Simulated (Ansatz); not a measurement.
Frontier orbitals of `COCS`.

```json
{"atom": "C1", "x (Å)": "1.3834", "y (Å)": "0.2322", "z (Å)": "0.4828"}
{"atom": "O2", "x (Å)": "0.1356", "y (Å)": "-0.4049", "z (Å)": "0.5892"}
{"atom": "C3", "x (Å)": "-0.8025", "y (Å)": "0.1505", "z (Å)": "-0.2844"}
{"atom": "S4", "x (Å)": "-2.3995", "y (Å)": "-0.6449", "z (Å)": "-0.1171"}
{"atom": "H5", "x (Å)": "2.0585", "y (Å)": "-0.2604", "z (Å)": "1.1818"}
{"atom": "H6", "x (Å)": "1.3154", "y (Å)": "1.2976", "z (Å)": "0.7422"}
{"atom": "H7", "x (Å)": "1.7954", "y (Å)": "0.1473", "z (Å)": "-0.5323"}
{"atom": "H8", "x (Å)": "-0.4575", "y (Å)": "0.0823", "z (Å)": "-1.3240"}
{"atom": "H9", "x (Å)": "-0.9820", "y (Å)": "1.2109", "z (Å)": "-0.0561"}
{"atom": "H10", "x (Å)": "-2.0468", "y (Å)": "-1.8105", "z (Å)": "-0.6820"}
```

Total charge 0; spin multiplicity 1. All single points use the PBE0-D4/def2-TZVP geometry. It is a higher conformer; a search finds a lower one. Basis def2-TZVPP, the Gaussian-basis code of Ansatz.

Orbital energies of one run (eV). Highest occupied ones, from the top: -5.98, -6.32, -7.94, -8.44, -9.52, -10.42, -11.62, -12.33, -12.56, -15.43, -17.13, -19.59, -26.32, -154.52. Empty: -0.63, 0.31, 0.54, 1.35, 1.68, 1.86.

Q: Which functional gave them?
A. LDA (SPW92)
B. CAM-B3LYP
C. ωB97M-V
D. LC-ωPBE

A: A. HOMO energies: LDA (SPW92) -5.98, LC-ωPBE -9.91, CAM-B3LYP -8.47, ωB97M-V -9.37 eV.

LC-ωPBE has ω = 0.4 bohr⁻¹.
